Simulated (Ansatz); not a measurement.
**Mg: which structure is lowest?**

These are results of DFT, PBEsol, plane waves (420 eV) with PAW, scalar-relativistic (Ansatz 0.2.0), not measurements. (PAW data from PBE, frozen cores regenerated.)

Each structure is relaxed within its own symmetry, so a high-lying one may be dynamically unstable.

```csv
structure,ΔE (meV/atom),V (Å³/atom),cell,magnetic state
hcp,0,22.50,"a = 3.175 Å, c = 5.154 Å (c/a = 1.623)",spin not included
dhcp,5,22.57,"a = 3.176 Å, c = 10.331 Å (c/a = 3.252)",spin not included
fcc,12,22.67,a = 4.493 Å,spin not included
bcc,26,22.48,a = 3.556 Å,spin not included
A15,47,23.03,a = 5.690 Å,spin not included
omega (AlB2-type),56,22.84,"a = 5.073 Å, c = 3.074 Å (c/a = 0.606)",spin not included
simple cubic,393,26.89,a = 2.996 Å,spin not included
diamond,826,38.86,a = 6.775 Å,spin not included
```

ΔE counts from hcp.

Differences under about 8 meV lie within the error of the k-point mesh.
